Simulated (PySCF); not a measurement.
Gas-phase reaction: SiCl3OH + 3 SiH4 → 2 Si2H5 + O + 3 HCl

Computed with PySCF and rigid-rotor harmonic-oscillator thermochemistry at 1 bar. † marks an energy on the PBE0/def2-TZVP geometry and frequencies; other levels use their own. MP2 and CCSD(T) freeze the core. Open shells (unrestricted): Si2H5 (multiplicity 2), O (multiplicity 3, electronic degeneracy 9); the rest are closed-shell singlets. Spin-orbit splitting is ignored; it lowers the true energy and changes the entropy of O. B3LYP is the form with VWN-RPA correlation. SiCl3OH, Si2H5: computed as isolated molecules; such fragments, hydroxides, amides, oligomers or adducts are transient or little studied in the gas. MP2 isn't extrapolated to the basis-set limit; its ΔH°(298 K) is 1126.2 kJ in def2-SVP and 1201.9 kJ in def2-TZVPP. CCSD(T) isn't extrapolated to the basis-set limit; its ΔH°(298 K) is 1063.3 kJ in def2-SVP and 1126.6 kJ in def2-TZVPP. The harmonic model lacks anharmonicity and excited electronic states, which grow with temperature; levels with a mode under 35 cm⁻¹ are left out. Internal rotation in SiCl3OH, Si2H5 is treated as a harmonic vibration of one conformer, which makes the entropy rough.

| level | ΔE electronic, kJ | ΔH°(298 K), kJ | ΔS°(298 K), J/K | ΔG°(1400 K), kJ |
|---|---|---|---|---|
| B3LYP/def2-TZVP† | 1150 | 1125 | 340 | 631 |
| BLYP/def2-TZVP† | 1140 | 1115 | 340 | 621 |
| CCSD(T)/def2-TZVPP† | 1151 | 1127 | 340 | 633 |
| HF/def2-TZVP† | 923 | 898 | 340 | 404 |
| MP2/def2-SVP† | 1151 | 1126 | 340 | 632 |
| PBE0/def2-TZVP | 1137 | 1112 | 340 | 618 |
| ωB97M-V/def2-TZVP† | 1213 | 1188 | 340 | 694 |
ΔH° is lowest at HF/def2-TZVP† and highest at ωB97M-V/def2-TZVP†. No reference value is set beside these.
